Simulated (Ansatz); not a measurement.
Saddle point of BH$_{3}$SO, singlet (BH₃SO ([OH][BH][SH]) → BHO ([BH][O]) + H₂S; bonds formed: S2–H4; bonds broken: B1–S2, O3–H4), PBE0-D4/def2-TZVP structure:

B1  (-0.358, 0.728, -0.316)
S2  (1.147, -0.570, 0.512)
O3  (-0.826, -0.046, -1.201)
H4  (0.180, -0.888, -0.616)
H5  (-0.450, 1.809, 0.168)
H6  (0.307, -1.034, 1.453)
(Å)

Energies are electronic, without zero-point energy. Barriers and step energies count from the start structure reached by relaxing down the imaginary mode; all methods use the PBE0-D4 structures, on which another method's saddle can fall below an end. Ansatz 0.2.0; basis: def2-TZVPP, with def2-QZVPP for the basis limit; cores frozen in the correlated methods. B3LYP uses VWN-RPA correlation. Extrapolation: Hartree–Fock as exp(−7.88 √X), correlation as X^−2.97.

| method | barrier (eV) | step energy (eV) |
| --- | --- | --- |
| SPW92 | 1.804 | 1.502 |
| PBE-D4 | 1.859 | 1.196 |
| BLYP-D4 | 1.891 | 0.938 |
| r2SCAN-D4 | 2.035 | 1.264 |
| B97M-V | ? | 1.209 |
| PBE0-D4 | 2.119 | 1.328 |
| B3LYP-D4 | 2.106 | 1.080 |
| r2SCAN0-D4 | 2.215 | 1.358 |
| BHLYP-D4 | 2.404 | 1.221 |
| CAM-B3LYP-D4 | 2.203 | 1.141 |
| wB97X-V | 2.232 | 1.210 |
| wB97M-V | 2.164 | 1.146 |
| B2PLYP | 2.127 | 1.060 |
| PBE-QIDH | ? | 1.321 |
| RPA on PBE | ? | 1.011 |
| HF | 2.817 | 1.153 |
| MP2 | 2.114 | 1.094 |
| CCSD | 2.328 | 1.128 |
| CCSD(T) | 2.191 | 1.107 |

Task: Fill in the withheld barriers. (Judge from chemistry; the value comes from the calculation.)

Result: By the calculation: B97M-V 2.193; RPA on PBE 2.110; PBE-QIDH 2.234 eV. Each is the energy of the saddle less that of the start structure, by the same method.

For comparison, the barrier by CCSD(T) at an estimated basis limit (MP2 extrapolated from triple and quadruple zeta, plus CCSD(T) − MP2 in triple zeta) is 2.180 eV.

T1 diagnostic: at most 0.019.

Labels in which every atom is bracketed show which atoms are joined, not bond orders.

For scale, one of the runs: CCSD(T)/def2-TZVPP, 146 basis functions, launched by `ansatz run in.yaml --threads 2 --pin off --events-out ev --progress --plain --max-ram 4352MiB`. Time: 13 s of wall clock on 2 CPU threads of an Arm Neoverse V2; the host was shared. Peak host memory: 0.88 GiB.
